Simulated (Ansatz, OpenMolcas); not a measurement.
Worked example: vertical energy of the triplet above the singlet of CH3NO (SMILES CN=O)

The species is CH3NO (6 atoms), meant as a singlet with charge 0. SMILES: `CN=O`. The coordinates come from a PBE0-D4/def2-TZVP relaxation.

```xyz
6

C    -0.1733    0.2951   -0.2575
N    -0.0935   -0.9301    0.5474
O     0.9603   -1.0893    1.0835
H    -0.4348   -0.0114   -1.2742
H    -1.0172    0.8730    0.1294
H     0.7586    0.8627   -0.2287
```

Both states at this one shape; open shells run unrestricted unless said. 1 Eh = 27.2114 eV.

| level | program | singlet CH3NO (Eh) | triplet CH3NO (Eh) |
| --- | --- | --- | --- |
| HF/def2-TZVP | Ansatz | -168.900479 | -168.892436 |
| SVWN5/def2-TZVP | Ansatz | -168.518815 | -168.482467 |
| M06-L/def2-TZVP | OpenMolcas | -169.839016 | -169.807084 |
| M06-2X/def2-TZVP | OpenMolcas | -169.789281 | -169.753836 |

Task: Work out the vertical gap, second state less first, at each level.

Result: 
1. HF/def2-TZVP: -168.892436 − (-168.900479) = 0.008043 Eh = 0.22 eV.
2. SVWN5/def2-TZVP: -168.482467 − (-168.518815) = 0.036348 Eh = 0.99 eV.
3. M06-L/def2-TZVP: -169.807084 − (-169.839016) = 0.031932 Eh = 0.87 eV.
4. M06-2X/def2-TZVP: -169.753836 − (-169.789281) = 0.035445 Eh = 0.96 eV.

No measured value is set beside it here; the levels span 0.22 to 0.99 eV. Hartree–Fock favours the state with fewer electron pairs, since it lacks pair correlation.
